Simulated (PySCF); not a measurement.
Match the calculated data to a structure.

All candidates are C3H5FS.

* UV, strongest line: among the 10 lowest singlet transitions: S5 at 7.09 eV (175 nm, f = 0.044) [TDDFT CAM-B3LYP/def2-SVPD]
* Rotational structure: rotational constants A, B, C: 6.544, 3.875, 2.661 GHz [PBE0-D3(BJ)/def2-SVP]
* 13C NMR: chemical shifts (computed TMS as zero) by class: 95.4 (1 C), 39.9 (1 C), 20.4 (1 C) ppm [GIAO PBE0/pcSseg-1]
* UV, first state: lowest singlet excitation: 4.76 eV (260 nm, f = 0.000) [TDDFT CAM-B3LYP/def2-SVPD]
* Valence photoelectron: vertical ionisation energy: 9.23 eV [ΔSCF CAM-B3LYP/def2-SVPD]
* NMR, other nuclei: isotropic shieldings of nuclei other than C and H, by class: 320 (1 F), 398 (1 S) ppm [GIAO PBE0/pcSseg-1]
* 1H NMR: chemical shifts (computed TMS as zero) by class: 5.98 (1 H), 3.18 (1 H), 2.83 (1 H), 2.71 (1 H), 2.56 (1 H) ppm [GIAO PBE0/pcSseg-1]
* Triplet: lowest triplet excitation (Tamm–Dancoff): 4.28 eV [TDA CAM-B3LYP/def2-SVPD]

Gas-phase values; electronic properties from PySCF, density fitting. Levels stand in brackets. Geometry: PBE0-D3(BJ)/def2-SVP, one conformer, isolated molecule. Each NMR value is the plain mean over a class of atoms that symmetry, rotation or inversion makes alike.

Problem. Which candidate is it?
A. `CS/C=C\F`
B. `FC[C@H]1CS1`
C. `C=C(F)SC`
D. `F[C@H]1CCS1`
E. `FC1CSC1`

Solution. D. It is `F[C@H]1CCS1`. Numbering: `[F:1][C@H:2]1[CH2:3][CH2:4][S:5]1`. Its formula, C3H5FS, gives 1 degree of unsaturation: 1 ring and 0 π bonds in the structure found. 3 carbons fall into 3 classes; from least to most shielded: sp3 C–F carbon [C2] (95.4 ppm), four-membered-ring carbon [C3] (39.9 ppm), ring sp3 carbon bound to sulfur [C4] (20.4 ppm). Hydrogen classes from least to most shielded: 1 H on an sp3 C–F carbon, C2 (5.98 ppm), 1 H on a four-membered-ring carbon, C3 (3.18 ppm), 1 H on an sp3 carbon bound to sulfur, C4 (2.83 ppm), 1 H on a four-membered-ring carbon, C3 (2.71 ppm), 1 H on an sp3 carbon bound to sulfur, C4 (2.56 ppm). The other shieldings belong to: 320 ppm, alkyl fluorine [F1]; 398 ppm, sulfide sulfur [S5]. The first electron is taken from the HOMO, whose largest Löwdin shares are 0.71 on the sulfide sulfur, 0.10 on the sp3 carbon bound to sulfur and 0.08 on the sp3 C–F carbon. The optimised geometry has point group C1 and is an asymmetric top.

The others, at the same levels:
- `FC1CSC1` fails: it has 2 carbon classes against 3; its computed 13C shifts are 82.9 (1 C), 42.4 (2 C) ppm, 1H shifts are 5.03 (1 H), 3.44 (2 H), 2.97 (2 H) ppm and strongest line among the 10 lowest singlet transitions is S9 at 8.37 eV (148 nm, f = 0.071) (against S5 at 7.09 eV).
- `C=C(F)SC` fails: its computed 13C shifts are 171.7 (1 C), 99.1 (1 C), 17.3 (1 C) ppm, 1H shifts are 5.03 (1 H), 4.87 (1 H), 2.14 (3 H) ppm and lowest singlet excitation is 5.39 eV (230 nm, f = 0.072) (against 4.76 eV).
- `FC[C@H]1CS1` fails: its computed 13C shifts are 89.4 (1 C), 32.4 (1 C), 28.5 (1 C) ppm, 1H shifts are 4.99 (1 H), 3.34 (1 H), 2.89 (1 H), 2.47 (1 H), 2.09 (1 H) ppm and strongest line among the 10 lowest singlet transitions is S7 at 8.06 eV (154 nm, f = 0.055) (against S5 at 7.09 eV).
- `CS/C=C\F` fails: its computed 13C shifts are 153.5 (1 C), 112.0 (1 C), 19.2 (1 C) ppm, 1H shifts are 6.87 (1 H), 4.56 (1 H), 2.43 (3 H) ppm and lowest singlet excitation is 5.37 eV (231 nm, f = 0.000) (against 4.76 eV).

Each candidate is one conformer, not necessarily the lowest. The conformers computed, where there is a choice (atom-mapped SMILES and torsion angles):
- `[CH2:1]=[C:2]([F:3])[S:4][CH3:5]`: C1–C2–S4–C5 -142°
- `[F:1][CH2:2][C@H:3]1[CH2:4][S:5]1`: F1–C2–C3–C4 83°
- `[CH3:1][S:2]/[CH:3]=[CH:4]\[F:5]`: C1–S2–C3–C4 2°
